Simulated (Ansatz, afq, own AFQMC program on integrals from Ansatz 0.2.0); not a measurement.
Integrals from Ansatz 0.2.0, then the random walk in our own AFQMC program (afq).

```yaml
crystal:
  periodic: [false, false, false]
  atoms:
    - {symbol: W, position_ang: [-0.186218, 0.001426, 0.001216]}
    - {symbol: N, position_ang: [1.941638, -0.014871, -0.012678]}
    - {symbol: H, position_ang: [2.320420, -0.964371, -0.009752]}
    - {symbol: H, position_ang: [2.336630, 0.460119, 0.801815]}
    - {symbol: H, position_ang: [2.325853, 0.450768, -0.837658]}
basis:
  gaussian: {orbitals: def2-TZVP}
total_charge: 1
magnetization: {spin_polarized: true, initial_magnetization: 5}
correlation: {method: ccsd_t, electrons: outside_noble_gas, hamiltonian_folder: ham}
```

```sh
$ ansatz run in.yaml --threads 1 --pin off --events-out ev --progress --plain --max-ram 16896MiB --backend cuda --devices 0, --max-vram 18GiB
```

afq runs on the folder ham with

```
--method phaseless --trial cisd --walkers 1600 --populations 20 --least-time 60 --time-step 0.005 --steps-per-block 50 --equilibration-blocks 40 --max-blocks 4000 --target-error 0.00021 --factor-cut 1e-05 --start spin_pure --seed 3238 --release-times 0.24,0.6,1.2,1.8,2.6 --release-step 0.04 --release-every 3 --taylor-order 6
```

Times are imaginary, in 1/Eh. The walk had a cap of 332 s. With eight or more populations the least sampling time is a fifth of least-time, and the error comes from their spread. Core potentials past Kr, no spin–orbit coupling.

afq prints:

```
orbitals 84  electrons 9 4  factors 659 of 719
reference energy -122.40540909 Eh
CCSD correlation -0.30159114 Eh in 13 cycles, weight of the determinant in the CISD state 0.9014
energy of the start -122.706879 Eh
 block  time / (1/Eh)  mean weight  energy / Eh
     1     0.250  1.0001  -122.704358
     2     0.500  0.9999  -122.708117
     3     0.750  1.0002  -122.711942
     4     1.000  1.0000  -122.713185
     5     1.250  1.0001  -122.715223
     9     2.250  1.0001  -122.716959
    19     4.750  0.9999  -122.716501
    31     7.750  1.0005  -122.716490
    43    10.750  1.0005  -122.715356
    55    13.750  1.0000  -122.716348
    67    16.750  1.0001  -122.715522
    79    19.750  1.0004  -122.714402
    91    22.750  1.0004  -122.713814
   103    25.750  1.0005  -122.716481
   115    28.750  1.0006  -122.718572
   118    29.500  0.9995  -122.718478
error from the spread of 20 populations
released: time / (1/Eh)  energy / Eh  error  mean overlap
  0.24  -122.716189  0.000161  0.9986
  0.60  -122.716026  0.000115  0.9994
  1.20  -122.716307  0.000163  0.9973
  1.80  -122.716222  0.000188  0.9966
  2.60  -122.716609  0.000330  0.9803
energy -122.716015 +/- 0.000198 Eh
(rows thinned)
```

The run passed its tests (sampling time, drift between the halves within three errors, error under three times the target), which doesn't prove that it has relaxed.

Against this walk (error 5.4 meV) on the same determinant: CCSD(T) 7.6 meV higher (within the noise), CCSDT(Q) 13.8 meV lower. The error is statistical and leaves out the bias of the constraint. Released to 2.60 1/Eh the energy moves by -16 ± 10 meV (both errors), within twice the noise.

Cautions: constraint bias not in the error; no spin-orbit coupling; outer-core shells of the metal frozen; higher spins were not checked.

The walk took 2.8 min on 1 × NVIDIA H100 80GB HBM3 with 2 threads of AMD EPYC 7R13 Processor (Zen 3), on a shared host (the card was shared). The log's last line is the phaseless energy.

CCSDT and higher add their correlation energy to the determinant of the CCSD(T) run, since their own runs factorise the integrals more tightly (a shift of under 2 meV). A walk keeps the symmetry of its determinant, which the program's search chose and which needn't be the lowest solution, so a lower state of the same spin and another symmetry isn't excluded.
